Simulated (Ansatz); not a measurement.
**SiI2: geometry, orbitals and charge**

What does SiI2 look like as a singlet, and where do its frontier electrons sit?

Method: RKS PBE0-D4/def2-TZVP; program: Ansatz 0.2.0, Gaussian basis.

The runs, in order: relaxation at r2SCAN-D4/def2-TZVP; a search for the lowest solution at PBE0-D4/def2-SVP; a single point at PBE0-D4/def2-TZVP.

1 further run of the same task is left out (set aside as unsound or not needed).

**1. Starting geometry**

3 atoms, charge 0, spin multiplicity 1.

Atoms are counted from 1 here; the program's logs count them from 0.

Bond lengths: Si1–I2 2.500 Å, Si1–I3 2.499 Å. Angles: I2–Si1–I3 102.6°.

As a file:

```xyz
3

Si    0.0048   -0.0070   -1.0417
I     1.9482   -0.0199    0.5310
I    -1.9529    0.0269    0.5108
```

I takes a core potential in the def2 sets. No spin-orbit coupling is included.

The start is a GFN2-xTB geometry.

**2. Optimising with r2SCAN-D4/def2-TZVP**

File in.yaml:

```yaml
crystal:
  periodic: [false, false, false]
  atoms:
    - {symbol: Si, position_ang: [0.004770, -0.007010, -1.041730]}
    - {symbol: I, position_ang: [1.948150, -0.019880, 0.530980]}
    - {symbol: I, position_ang: [-1.952920, 0.026890, 0.510750]}
basis:
  gaussian: {orbitals: def2-TZVP}
hamiltonian: {xc: r2scan, dispersion: d4}
scf: {lower_state_search: "off"}
output: {orbitals: {seedname: orbitals}}
relax: {f_tol: 0.02, max_steps: 100}
```

Started as:

```
ansatz run in.yaml --threads 4 --pin off --events-out ev --progress --plain --max-ram 3916MiB
```

The runs that follow: Searching for the lowest solution, PBE0-D4/def2-SVP; Single point, PBE0-D4/def2-TZVP.

Q: Predict the results of all the runs planned. Wanted: point group; commonest bond; HOMO, LUMO at PBE0-D4/def2-TZVP; dipole at r2SCAN-D4/def2-TZVP.

As calculated:

```
                       quantity                           value
                    point group                             C2v
                 commonest bond  I–Si, 2 of mean length 2.485 Å
HOMO, LUMO at PBE0-D4/def2-TZVP                 -7.14, -3.29 eV
  dipole at r2SCAN-D4/def2-TZVP                          0.51 D
```

What this shows: The molecule keeps its bonding pattern by the stored test; the atoms moved 0.01 Å (rms). No usable vibrations, so a minimum isn't proven. The HOMO lies nearest to Si1 41 %; I2, I3 about 30 % each and the LUMO to Si1 75 %; I2, I3 about 12 % each.
